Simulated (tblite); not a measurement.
# C2H4BrF: the cost of one run

Computed with tblite 0.8.0 and PySCF 2.14.0; each step states its level. No surroundings beyond the atoms listed, unless a continuum is named. Atoms count from 0, parts from 1.

## 1. Starting point

8 atoms, charge 0, multiplicity 1; geometry: rigid parts in contact. Parts: 1 = atoms 0–1, `FBr`, charge 0; 2 = atoms 2–7, `C=C`, charge 0.

## 2. Docking the parts with GFN2-xTB

Job settings and geometry (Å):

```
{"job": {"kind": "dock", "xc": "GFN2-xTB", "basis": "xTB"}, "charge": 0, "multiplicity": 1, "parts": [{"atoms": "0-1", "charge": 0, "multiplicity": 1}, {"atoms": "2-7", "charge": 0, "multiplicity": 1}]}
Br     0.899708     0.003455    -0.006129
F     -0.899708    -0.003455     0.006129
C      4.638051    -1.781580     0.342606
C      4.073424    -0.782716    -0.302535
H      4.406998    -2.000216     1.372436
H      5.359667    -2.429708    -0.127248
H      3.352349    -0.134270     0.167583
H      4.304638    -0.564586    -1.332251
```

Level: GFN2-xTB search for minima from random contacts, gas phase.

Started as:

```sh
> OMP_NUM_THREADS=1 python cluster_run.py task.json out
```

One launch serves the whole session: the jobs run in the order shown.

Q: Estimate the wall time of this first job on 1 thread of Arm Neoverse V1, shared host.

About 10 s.
